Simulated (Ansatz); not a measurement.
in.yaml

```yaml
crystal:
  periodic: [false, false, false]
  atoms:
    - {symbol: Br, position_ang: [0.000000, 0.000000, 0.000000]}
    - {symbol: Be, position_ang: [0.000000, 0.000000, 1.872400]}
basis:
  gaussian: {orbitals: 6-31G, point_charges: [{charge: 0.50, position_ang: [4.021, 0.295, 0.830]}]}
total_charge: 1
correlation: {active_space: {window: {electrons: 4, orbitals: 2}, fixed_orbitals: true}}
```

```sh
$ ansatz run in.yaml --threads 1 --pin off --events-out ev --progress --plain --max-ram 2393MiB
```

Q: Roughly how long does this take on 1 thread of Arm Neoverse V1, shared host, and how much host memory?

A: 0.33 s wall and 0.07 GiB.

```
384 factors; integrals over basis functions are off by at most 4.5e-4 eV
mean field evaluation 1: about -70375.0750 eV, gradient 2.6e1 eV
mean field evaluation 2: about -70375.1349 eV, gradient 2.6e1 eV
mean field evaluation 4: about -70377.5985 eV, gradient 1.5e0 eV
mean field evaluation 8: about -70377.6283 eV, gradient 3.8e-2 eV
mean field -70377.62836237 eV, -2586.3301386474 hartree, gradient 3.2e-6 eV, S^2 0.000000; 0 other end points of the search recorded, 0 dependent functions left out
reference -70377.62836237 eV, -2586.3301386474 hartree; 19, 19 occupied and 19, 19 virtual orbitals, 384 factors
state -70377.62836237 eV, -2586.3301386474 hartree
Total energy: -70377.62836237 eV, -2586.3301386474 hartree
```
